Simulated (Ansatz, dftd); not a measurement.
System: C2H3O2, charge 0, doublet. C2H3O2 (SMILES [CH2]OC=O, doublet).
B3LYP-D3(BJ)/def2-TZVP minimum from Ansatz (a quantum-chemistry and plane-wave program):
```xyz
7

C     -0.8900    -0.0050     0.0066
O     -0.8153    -1.0156     0.6401
O      0.1687     0.7169    -0.4503
H     -1.8118     0.4969    -0.3047
C      1.4272     0.2754    -0.1782
H      1.5540    -0.6302     0.3892
H      2.2073     0.9005    -0.5732
```
Charge 0, spin multiplicity 2.

Property: atomisation energy (electronic, to ground-state atoms), in kJ/mol. Radicals and triplets start from unrestricted determinants; spin-orbit coupling is neglected. Cores are frozen in correlated methods. Rows without X2C or -DK are non-relativistic. CBS(X,Y): correlation extrapolated as X^-3, Hartree-Fock from the larger set. A bracket is a step between two methods taken in the basis named. The functionals are non-relativistic, so their misses hold any scalar relativity. Double hybrids freeze cores in their MP2 part. 'core' is core correlation in cc-pwCVTZ, 'X2C' scalar relativity in cc-pVTZ-DK, both at CCSD(T). Where a partner has so few electrons that a lower coupled-cluster level is exact, that level stands in.

Compared with CCSD(T)/CBS(cc-pVTZ,cc-pVQZ) + [CCSDT(Q) - CCSD(T)]/cc-pVDZ + core + X2C (Ansatz): 2842.9 kJ/mol.

Costs are rough ratios of core time, to one figure, on one kind of shared machine, summed over the single points of the molecules; atoms, geometries and frequencies are left out. The first row took roughly 7 core seconds; short runs hold start-up time.

```
level                               program  cost relative to the first row  difference (kJ/mol)
---------------------------  --------------  ------------------------------  -------------------
PBE-D4/def2-TZVPD            Ansatz + dftd4                               1                131.0
CAM-B3LYP-D3(BJ)/def2-TZVPD  Ansatz + dftd3                               2                 17.7
B2GP-PLYP-D3(BJ)/def2-TZVPD  Ansatz + dftd3                               3                -38.2
B2GP-PLYP-D4/def2-TZVPD      Ansatz + dftd4                               3                -39.6
B2GP-PLYP/def2-TZVPD                 Ansatz                               3                -43.2
CCSD(T)/cc-pVTZ                      Ansatz                              20                -92.8
CCSDT(Q)/cc-pVDZ                     Ansatz                             300               -244.0
```

The dearest row costs roughly 300 times the first. Costs within a factor of two don't rank. The table holds for this case alone.
